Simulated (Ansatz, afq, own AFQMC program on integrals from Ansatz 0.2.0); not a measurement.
Two steps: Ansatz 0.2.0 writes the Fock matrix and Cholesky factors of the valence space, and afq projects on them the lowest state that overlaps trial and start.

```yaml
crystal:
  periodic: [false, false, false]
  atoms:
    - {symbol: Ge, position_ang: [0.000000, 0.000701, 0.681998]}
    - {symbol: Al, position_ang: [0.000000, -0.076113, -1.667981]}
    - {symbol: H, position_ang: [0.000000, 1.351976, -0.394573]}
    - {symbol: H, position_ang: [0.000000, 0.634943, -4.105381]}
basis:
  gaussian: {orbitals: cc-pVDZ}
magnetization: {spin_polarized: false, initial_magnetization: 1}
correlation: {method: ccsd_t, electrons: outside_noble_gas, hamiltonian_folder: ham}
```

```sh
$ ansatz run in.yaml --threads 1 --pin off --events-out ev --progress --plain --max-ram 1382MiB
```

Options of the walk:

```
--method phaseless --trial cisd --walkers 60 --populations 1 --least-time 40 --time-step 0.005 --steps-per-block 50 --equilibration-blocks 40 --max-blocks 300 --target-error 0.00072 --factor-cut 1e-05 --start spin_pure --seed 2741 --release-times 0.24,0.51,0.99,1.62,2.4 --release-step 0.03 --release-every 4 --taylor-order 6
```

Times are imaginary, in 1/Eh. The walk had a cap of 1011 s. Filled inner d shells are frozen with the cores.

```
orbitals 36  electrons 5 4  factors 274 of 596
reference energy -2318.27279622 Eh
CCSD correlation -0.18673208 Eh in 17 cycles, weight of the determinant in the CISD state 0.8019
energy of the start -2318.459526 Eh
 block  time / (1/Eh)  mean weight  energy / Eh
     1     0.250  1.0011  -2318.456573
     2     0.500  0.9989  -2318.457291
     3     0.750  0.9974  -2318.460207
     4     1.000  0.9994  -2318.460482
     5     1.250  1.0001  -2318.460895
     7     1.750  1.0001  -2318.460536
     9     2.250  1.0009  -2318.462956
    13     3.250  1.0008  -2318.468844
    25     6.250  1.0003  -2318.473006
    37     9.250  1.0012  -2318.470251
    49    12.250  1.0018  -2318.468492
    61    15.250  0.9996  -2318.461870
    73    18.250  1.0011  -2318.469521
    85    21.250  0.9993  -2318.479118
    97    24.250  0.9996  -2318.476618
   109    27.250  1.0007  -2318.470834
   121    30.250  0.9991  -2318.466237
   133    33.250  0.9992  -2318.471208
   145    36.250  0.9912  -2318.471591
   157    39.250  1.0014  -2318.470956
   169    42.250  1.0003  -2318.464360
   181    45.250  1.0005  -2318.470102
   193    48.250  0.9997  -2318.476780
   205    51.250  0.9989  -2318.483161
   217    54.250  0.9988  -2318.478199
   229    57.250  1.0000  -2318.464259
   235    58.750  0.9995  -2318.471145
blocks merged  error / Eh  count
     1  0.000355  200
     2  0.000471  100
     4  0.000596  50
     8  0.000696  25
    16  0.000921  12
released: time / (1/Eh)  energy / Eh  error  mean overlap
  0.24  -2318.471245  0.000750  0.9995
  0.51  -2318.470969  0.000618  1.0042
  0.99  -2318.470847  0.000608  1.0062
  1.62  -2318.471804  0.000642  0.9868
  2.40  -2318.471122  0.000865  0.9817
energy -2318.470538 +/- 0.000696 Eh
(rows thinned)
```

(1) Estimate how long the walk took on 1 thread of Arm Neoverse V1, on a shared host.

The run passed its tests (sampling time, drift between the halves within three errors, error under three times the target), which doesn't prove that it has relaxed.

Against this walk (error 18.9 meV) on the same determinant: CCSD(T) 32.1 meV higher (within the noise), CCSDT(Q) 49.8 meV lower. The error is statistical and leaves out the bias of the constraint. None of these is a sure reference here. Released to 2.40 1/Eh the energy moves by -16 ± 30 meV (both errors), within twice the noise.

Cautions: constraint bias not in the error; no relativity below Rb; no spin-orbit coupling; inner d shell frozen; higher spins were not checked; a spin-contaminated unrestricted determinant lies lower (UHF 627 meV lower, ⟨S²⟩ 1.55).

## Answers

(1) 4.4 min of wall time.

CCSDT and higher add their correlation energy to the determinant of the CCSD(T) run, since their own runs factorise the integrals more tightly (a shift of under 2 meV). A walk keeps the symmetry of its determinant, which the program's search chose and which needn't be the lowest solution, so a lower state of the same spin and another symmetry isn't excluded.
